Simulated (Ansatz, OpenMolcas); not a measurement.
# BNH3Cl (SMILES NBCl): methods side by side

BNH3Cl has 6 atoms, charge 0, and is taken as a singlet. SMILES: `NBCl`. The shape is that of a PBE0-D4/def2-TZVP optimisation.

```xyz
6

N    -0.3956   -0.0078   -0.6580
B     0.3696   -0.1589    0.4837
Cl    0.5299    1.1893    1.6160
H    -0.5118   -0.7493   -1.3266
H    -0.8786    0.8445   -0.8882
H     0.9288   -1.1819    0.7271
```

Each level gives the vertical energy of the triplet above the singlet (eV). The values are calculated.

```
             level                 kind     program  value (eV)  CPU time (all runs)
  BLYP/aug-cc-pVDZ                  GGA  OpenMolcas        6.02              2.8 min
   PBE/aug-cc-pVDZ                  GGA  OpenMolcas        5.95              3.1 min
  TPSS/aug-cc-pVDZ             meta-GGA  OpenMolcas        5.98              3.6 min
 B3LYP/aug-cc-pVDZ        global hybrid  OpenMolcas        6.22              2.7 min
 BHLYP/aug-cc-pVDZ        global hybrid  OpenMolcas        6.36              1.8 min
M06-2X/aug-cc-pVDZ      hybrid meta-GGA  OpenMolcas        6.60              3.3 min
  PBE0/aug-cc-pVDZ        global hybrid  OpenMolcas        6.17              2.2 min
   MP2/aug-cc-pVDZ  perturbation theory      Ansatz        6.87                 56 s
```

The values span 5.95 to 6.87 eV. CPU times are rough (shared hosts, several kinds of processor): they show what a rung costs within a factor of a few.
